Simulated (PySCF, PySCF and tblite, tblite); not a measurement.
**C₄H₉NS: a path driven as pyramidal inversion, and NMR exchange**

One table from this session's results is given with a row withheld; the runs are named, their logs left out.

Computed with tblite 0.8.0 (tight binding) and PySCF 2.14.0 (DFT, with response routines of our own); each step states its level. Atoms count from 0 throughout.

### The starting structure

15 atoms, charge 0, multiplicity 1; geometry from: force field or distance geometry start.

Bonds of the start (Å): C0–C1 1.51, C0–C5 1.52, C0–H6 1.10, C0–H7 1.10, C1–H8 1.09, C1–H9 1.11, C1–N2 1.47, C3–H11 1.09, C3–H12 1.12, C3–S4 1.79, C5–H13 1.09, C5–H14 1.10, N2–C3 1.45, N2–H10 1.02, S4–C5 1.82.

Set-up of the first run:

The job: settings as JSON, then the geometry in Å.

```
{"job": {"xc": "GFN2-xTB", "basis": "xTB", "kind": "relax"}, "charge": 0, "multiplicity": 1}
C     -1.160800     0.128500    -0.501500
C     -0.353200    -1.138600    -0.322900
N      1.093900    -0.931300    -0.498100
C      1.636400    -0.031200     0.499300
S      0.992200     1.634300     0.322600
C     -0.774500     1.236600     0.463300
H     -1.072700     0.489500    -1.539000
H     -2.224100    -0.099300    -0.348800
H     -0.676600    -1.890200    -1.044600
H     -0.542900    -1.580700     0.679500
H      1.243000    -0.494800    -1.411500
H      2.720300    -0.000200     0.388100
H      1.441100    -0.405900     1.531800
H     -0.973100     0.940600     1.497100
H     -1.353300     2.150700     0.262700
```

Run with:

```console
> OMP_NUM_THREADS=1 python ens_run.py task.json out
```

One launch serves the whole session.

Steps of the session up to this table: GFN2-xTB relaxation, start minimum; Relaxed scan, inversion; Nudged elastic band, leg 1; Saddle search, leg 1; DFT refinement, start: PBE0-D3(BJ)/def2-SVP; Shieldings, start: PBE0/pcSseg-1; Shieldings, saddle of leg 1: PBE0/pcSseg-1; Shieldings, end: PBE0/pcSseg-1; Barriers, rates and exchange; Shieldings, start: OPBE/pcSseg-1; Single-point energy, saddle of leg 1: OPBE/pcSseg-1; Shieldings, end: OPBE/pcSseg-1; Second level: OPBE/pcSseg-1 + D3(BJ).

One of the session's tables, all rows but one given; the rest of the session is left out.

It belongs to the step «Second level: OPBE/pcSseg-1 + D3(BJ)». Barriers by level (kcal/mol; entropies in cal/(mol K)). Zero-point and thermal terms come from xTB in every row. ΔG‡ leaves symmetry out; the rate counts one path; effective ΔG‡, where given, is the barrier that would give that rate by Eyring's equation alone:

```
                 level   ΔE‡  with zero-point   ΔH‡  ΔG‡ (298 K)  ΔE of reaction
              GFN2-xTB     ?                ?     ?            ?               ?
  PBE0-D3(BJ)/def2-SVP  5.44             4.29  4.24         4.30            3.34
PBE0/pcSseg-1 + D3(BJ)  5.78             4.62  4.57         4.63            3.33
OPBE/pcSseg-1 + D3(BJ)  6.61             5.45  5.40         5.46            4.11
```

Estimate the missing values for GFN2-xTB.

**Answer.** ΔE‡: 6.36; with zero-point: 5.21; ΔH‡: 5.16; ΔG‡ (298 K): 5.22; ΔE of reaction: 4.53. In the column «ΔE‡» it lies between PBE0/pcSseg-1 + D3(BJ) (5.78) and OPBE/pcSseg-1 + D3(BJ) (6.61).
